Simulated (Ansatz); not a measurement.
# Cl: computed properties

Theory: DFT r2SCAN, scalar-relativistic, plane waves, PAW (Ansatz).

Cutoff 500 eV; k points 6×6×4 on the computed 4-atom cell (Γ-centred); Gaussian smearing, width 0.02 eV; no spin polarisation.

The structure is relaxed at this level of theory with its symmetry kept.

It takes space group Cmce (No. 64, orthorhombic). The conventional cell has a = 6.528 Å, b = 4.141 Å, c = 8.263 Å, α = 90.00°, β = 90.00°, γ = 90.00°. Cl (site symmetry m) has 1 Cl at 2.01 Å as nearest neighbours.

| Quantity | Value |
| --- | --- |
| Volume per atom | 27.93 Å³ |
| Formation energy from the elements' standard states (uncorrected) | -0.108 eV/atom |
| Generalised Kohn–Sham band gap | 2.65 eV, direct at Γ |
| Löwdin character of the top 1 eV of the valence band | Cl 3p 99 % |
| Löwdin character of the lowest 1 eV of the conduction band | Cl 3p 91 % |
| Electron masses at the edge by Cartesian direction of the standard setting (m_e; degenerate bands sorted by energy; no spin-orbit coupling) | x: 6.2; y: 11; z: 1.2 |
| Hole masses at the edge by Cartesian direction of the standard setting (m_e; degenerate bands sorted by energy; no spin-orbit coupling) | x: 7.6; y: 2.2; z: 7.1 |
| Bulk modulus | 6.9 GPa |
| Its pressure derivative | 8.1 |
| Bader charges (e) | Cl (4 in the cell) 0.00 |

Each cell of Cl holds molecules, and where no dispersion correction was added their binding is poorly described.

Cost: 8 runs of about 7.6 core-minutes in all, on Arm Neoverse V1 (shared hosts).